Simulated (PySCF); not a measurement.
Gas-phase reaction: C2H5F + 2 C2H4 → CH2CHF + C4H10 (isobutane)

Computed with PySCF (xtb for GFN2) and rigid-rotor harmonic-oscillator thermochemistry at 1 bar. † marks an energy on the PBE0/def2-TZVP geometry and frequencies; other levels use their own. MP2 freezes the core. 6-31G* has spherical d functions here. All species are closed-shell singlets. B3LYP is the form with VWN-RPA correlation. MP2 isn't extrapolated to the basis-set limit; its ΔH°(298 K) is -136.2 kJ in def2-SVP and -123.0 kJ in def2-TZVPP. The harmonic model lacks anharmonicity and excited electronic states, which grow with temperature; levels with a mode under 35 cm⁻¹ are left out. Internal rotation in C2H5F, C4H10 (isobutane) is treated as a harmonic vibration of one conformer, which makes the entropy rough.

ΔH° and ΔS° at 298 K: B3LYP/def2-TZVP† -87 kJ, -156 J/K; GFN2-xTB -160 kJ, -156 J/K; HF/6-31G* -96 kJ, -159 J/K; HF/def2-TZVP† -73 kJ, -156 J/K; MP2/def2-SVP† -136 kJ, -156 J/K.

Question: With the heat capacities included, give log10 K (1 bar) at 600, 1000, 1400, 1800, 2000 K from B3LYP/def2-TZVP†, GFN2-xTB, HF/6-31G*, HF/def2-TZVP†, MP2/def2-SVP†.

Answer: 
```tsv
T (K)	B3LYP/def2-TZVP†	GFN2-xTB	HF/6-31G*	HF/def2-TZVP†	MP2/def2-SVP†
600	-0.6	5.8	0.1	-1.8	3.7
1000	-3.4	0.3	-3.1	-4.2	-0.9
1400	-4.6	-1.9	-4.4	-5.1	-2.8
1800	-5.2	-3.1	-5.1	-5.6	-3.8
2000	-5.4	-3.5	-5.3	-5.7	-4.1
```
